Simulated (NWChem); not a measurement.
Molecule: diphosphorus (P$_{2}$); SMILES P#P

```xyz
2

P      0.0000     0.0000     0.9455
P      0.0000     0.0000    -0.9455
```
Atoms are numbered in this order, from 1.

Program: NWChem. Pople sets run with spherical d functions. Geometry: optimised at PBE0/def2-SVP. Static field.

```csv
level,basis functions,isotropic polarisability (bohr³),anisotropy (bohr³)
PBE/6-31G*,36,36.5,43.4
PBE/6-31+G*,44,41.5,43.6
PBE/def2-SVP,36,34.6,36.6
PBE/def2-SVPD,48,46.2,30.1
PBE/def2-TZVP,74,41.5,[?]
PBE/aug-cc-pVDZ,54,49.4,30.2
PBE/Sadlej pVTZ,64,50.2,29.8
PBE/def2-TZVPD,86,49.4,29.7
PBE/aug-cc-pVTZ,100,50.4,29.2
```

What belongs in the gaps?


- PBE/def2-TZVP, anisotropy (bohr³): 37.8
